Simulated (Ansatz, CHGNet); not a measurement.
For GaS (P6₃/mmc, No. 194), the machine-learned potential CHGNet 0.3.0 (trained on PBE and PBE+U data) gives:

```
Item                              Result
------------------------------  --------
equilibrium lattice constant a   3.641 Å
lattice parameter c             16.315 Å
```

Problem. What does PBEsol (PAW; Ansatz, a quantum-chemistry and plane-wave program) give for the same quantities?

Solution. 
- lattice constant a: 3.569 Å (drops by 2.0 %)
- lattice parameter c: 16.015 Å (drops by 1.8 %)

Changes are worked out from the printed values.

Unless a cell is named, each level is at its own relaxed cell (CHGNet 0.3.0 23.42, PBEsol 22.08 Å³/atom).

Caveats: the cell comes from a level without a dispersion term, which matters for the spacing of layers, chains or molecules (PBEsol). Ansatz's density-functional and Hartree–Fock values are scalar-relativistic unless marked +SOC, with PAW data made under PBE.
